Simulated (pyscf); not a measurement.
PySCF, gas phase, ωB97X-D3(BJ)/def2-SVP geometries.

What is the homolytic dissociation enthalpy (298 K, ωB97M-D3(BJ)/def2-TZVP) of the N–Zr bond of H₂N–Zr(=O)–OH (SMILES [NH2][Zr](=[O])[OH]), to NH₂• + [O=Zr–OH]•?

N–Zr to NH₂• + [O=Zr–OH]•: 99.5 kcal/mol. The 7 functionals that were run give +92.5 (r²SCAN) to +102.6 kcal/mol (ωB97X-D3(BJ)). The radicals are drawn with the spin at the cut bond; how far it spreads was not checked. Other isomers of [O=Zr–OH]• were not searched in full and may lie lower. Open-shell species with a d-block atom are single-reference here; other states, and whether the spin sits on metal or ligand, were not checked. Elements past Kr carry the def2 core potentials, without spin-orbit coupling.
